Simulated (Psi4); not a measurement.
# Two attempts at SiHF (SMILES F[SiH])

Wanted: the energy in a field of SiHF, CCD/def2-SVPD (density fitting, density fitting for correlation, dipole perturbation λ (added as +λ·μ, a field of −λ) (0, 0.001, 0) a.u.).

The results are computed with Psi4 1.11.

5 further runs of the same task are left out: 1 that didn't finish, 4 set aside as unsound or not needed.

### Step 1. The structure to begin with

SiHF: 3 atoms, total charge 0, spin state singlet. As SMILES, `F[SiH]`. The shape is that of a PBE0-D4/def2-TZVP optimisation.

Bond lengths: F1–Si2 1.612 Å, Si2–H3 1.541 Å. Angles: F1–Si2–H3 96.3°.

### Step 2. Try one

The input, job.in:

```
memory 1.6 GB

molecule molecule1 {
  0 1
  F
  Si 1 1.612168
  H 2 1.540551 1 96.30929
  units angstrom
  symmetry c1
  no_reorient
  no_com
}

set {
  basis          def2-SVPD
  scf_type       df
  freeze_core    true
  cc_type        df
  perturb_h      true
  perturb_with   dipole
  perturb_dipole [0.0, 0.001, 0.0]
  maxiter        5
}

energy('ccd')
```

On the command line:

```sh
$ psi4 job.in job.out -n 1
```

job.out:

```text
Psi4 1.11 release

    For method 'CCD', SCF Algorithm Type (re)set to DISK_DF.

   => Loading Basis Set <=

    Name: DEF2-SVPD
    Role: ORBITAL
    Keyword: BASIS

         ---------------------------------------------------------
                                   SCF
                              RHF Reference
                        1 Threads,   1525 MiB Core
         ---------------------------------------------------------

  ==> Geometry <==

    Molecular point group: c1
    Full point group: Cs

    Geometry (in Angstrom), charge = 0, multiplicity = 1:

       Center              X                  Y                   Z               Mass
    ------------   -----------------  -----------------  -----------------  -----------------
         F           -0.032161327637     0.977403707231     0.000000000000    18.998403162730
         SI          -0.032161327637    -0.634764292769     0.000000000000    27.976926534650
         H            1.499058785960    -0.804063871374     0.000000000000     1.007825032230

  Running in c1 symmetry.

  Rotational constants: A =      7.46574  B =      0.55951  C =      0.52050 [cm^-1]
  Rotational constants: A = 223817.28975  B =  16773.80066  C =  15604.34593 [MHz]
  Nuclear repulsion =   48.192882288376339

  Charge       = 0
  Multiplicity = 1
  Electrons    = 24
  Nalpha       = 12
  Nbeta        = 12

  ==> Algorithm <==

  SCF Algorithm Type is DISK_DF.
  DIIS enabled.
  MOM disabled.
  Fractional occupation disabled.
  Guess Type is SAD.
  Energy threshold   = 1.00e-08
  Density threshold  = 1.00e-08
  Integral threshold = 1.00e-12

  ==> Primary Basis <==

  Basis Set: DEF2-SVPD
    Blend: DEF2-SVPD
    Number of shells: 23
    Number of basis functions: 55
    Number of Cartesian functions: 59
    Spherical Harmonics?: true
    Max angular momentum: 2

   => Loading Basis Set <=

    Name: (DEF2-SVPD AUX)
    Role: JKFIT
    Keyword: DF_BASIS_SCF

  ==> Integral Setup <==

  ==> DiskDFJK: Density-Fitted J/K Matrices <==

    J tasked:                  Yes
    K tasked:                  Yes
    wK tasked:                  No
    Integrals threads:           1
    Memory [MiB]:             1144
    Algorithm:                Core
    Integral Cache:           SAVE
    Schwarz Cutoff:          1E-12
    Fitting Condition:       1E-10

   => Auxiliary Basis Set <=

  Basis Set: (DEF2-SVPD AUX)
    Blend: DEF2-UNIVERSAL-JKFIT
    Number of shells: 69
    Number of basis functions: 223
    Number of Cartesian functions: 268
    Spherical Harmonics?: true
    Max angular momentum: 4

  Perturbing V by 0.001000 mu(y).
  Minimum eigenvalue in the overlap matrix is 1.1291011597E-03.
  Reciprocal condition number of the overlap matrix is 2.2196897143E-04.
    Using symmetric orthogonalization.

  ==> Pre-Iterations <==

  SCF Guess: Superposition of Atomic Densities via on-the-fly atomic UHF (no occupation information).

   -------------------------
    Irrep   Nso     Nmo
   -------------------------
     A         55      55
   -------------------------
    Total      55      55
   -------------------------

  ==> Iterations <==

                           Total Energy        Delta E     RMS |[F,P]|

   @DF-RHF iter SAD:  -388.05212448783033   -3.88052e+02   0.00000e+00
   @DF-RHF iter   1:  -388.74814424681301   -6.96020e-01   5.41113e-03 DIIS/ADIIS
   @DF-RHF iter   2:  -388.76996908244445   -2.18248e-02   3.69969e-03 DIIS/ADIIS
   @DF-RHF iter   3:  -388.78295499981942   -1.29859e-02   2.92256e-04 DIIS/ADIIS
   @DF-RHF iter   4:  -388.78317962550364   -2.24626e-04   4.29862e-05 DIIS
   @DF-RHF iter   5:  -388.78318765928043   -8.03378e-06   1.03730e-05 DIIS

PsiException: Could not converge SCF iterations in 5 iterations.

  Failed to converge.

psi4.driver.p4util.exceptions.SCFConvergenceError: Could not converge SCF iterations in 5 iterations.

Printing out the relevant lines from the Psithon --> Python processed input file:
    core.set_global_option("CC_TYPE", "df")
    core.set_global_option("PERTURB_H", "true")
    core.set_global_option("PERTURB_WITH", "dipole")
    core.set_global_option("PERTURB_DIPOLE", [0.0, 0.001, 0.0])
    core.set_global_option("MAXITER", 5)
--> energy('ccd')

!-----------------------------------------------------!
!                                                     !
!  Could not converge SCF iterations in 5 iterations. !
!                                                     !
!-----------------------------------------------------!

    Psi4 run time: 0:00:00.54
```

It took 1.4 s on 1 thread of Intel Xeon 6975P-C (Granite Rapids), shared host; peak memory 0.19 GiB.

### Step 3. Reading the log

No converged result was reached.

The telling line is `Could not converge SCF iterations in 5 iterations.`. What is wrong: the iteration cap is too low for convergence. To mend it: iteration cap at its default in place of 5.

### Step 4. Second attempt

The input, calc.in:

```
memory 1600 MB

molecule {
  0 1
  F
  Si 1 1.612168
  H 2 1.540551 1 96.30929
  symmetry c1
  no_reorient
  no_com
}

set globals {
  basis          def2-SVPD
  scf_type       df
  freeze_core    true
  cc_type        df
  perturb_h      true
  perturb_with   dipole
  perturb_dipole [0.0, 0.001, 0.0]
}

E, wfn = energy("ccd", return_wfn=True)
```

On the command line:

```sh
$ psi4 calc.in calc.out -n 1
```

calc.out:

```text
[...]
  Running in c1 symmetry.
[...]
  Nuclear repulsion =   48.192882288376339
[...]
  Multiplicity = 1
[...]
  Nalpha       = 12
  Nbeta        = 12
[...]
    Number of basis functions: 55
[...]
   @DF-RHF iter   1:  -388.74814424681301   -6.96020e-01   5.41113e-03 DIIS/ADIIS
[...]
   @DF-RHF iter  10:  -388.78318825655646   -6.82121e-13   4.24297e-09 DIIS
[...]
    Orbital Energies [Eh]
    ---------------------
    Doubly Occupied:
       1A    -68.824497     2A    -26.295355     3A     -6.186242
       4A     -4.293027     5A     -4.292917     6A     -4.289867
       7A     -1.569860     8A     -0.764310     9A     -0.680669
      10A     -0.665315    11A     -0.565721    12A     -0.350498
[...]
  @DF-RHF Final Energy:  -388.78318825655646
   => Energetics <=
    Nuclear Repulsion Energy =             48.1928822883763388
    One-Electron Energy =                -636.3955843355971638
    Two-Electron Energy =                 199.4195137906643538
    Total Energy =                       -388.7831882565564001
[...]
 Multipole Moments:
 ------------------------------------------------------------------------------------
     Multipole            Electronic (a.u.)      Nuclear  (a.u.)        Total (a.u.)
 ------------------------------------------------------------------------------------
 L = 1.  Multiply by 2.5417464519 to convert [e a0] to [Debye]
 Dipole X            :         -1.2940999            1.4349602            0.1408604
 Dipole Y            :          1.2232533           -1.6896620           -0.4664087
 Dipole Z            :         -0.0000000            0.0000000           -0.0000000
 Magnitude           :                                                    0.4872153
[...]
	DF-MP2 Total Energy (a.u.)         :  -389.06515988787862
[...]
```

It took 1.7 s on 1 thread of Intel Xeon 6975P-C (Granite Rapids), shared host; peak memory 0.2 GiB.

### Step 5. Summary of results

At CCD/def2-SVPD (density fitting, density fitting for correlation, dipole perturbation λ (added as +λ·μ, a field of −λ) (0, 0.001, 0) a.u.):

| quantity | value |
| --- | --- |
| total energy | -389.08330 Eh |
| HOMO–LUMO gap (Hartree–Fock orbitals) | 10.21 eV |
| correlation energy (6 core orbitals frozen) | -300.1 mEh |
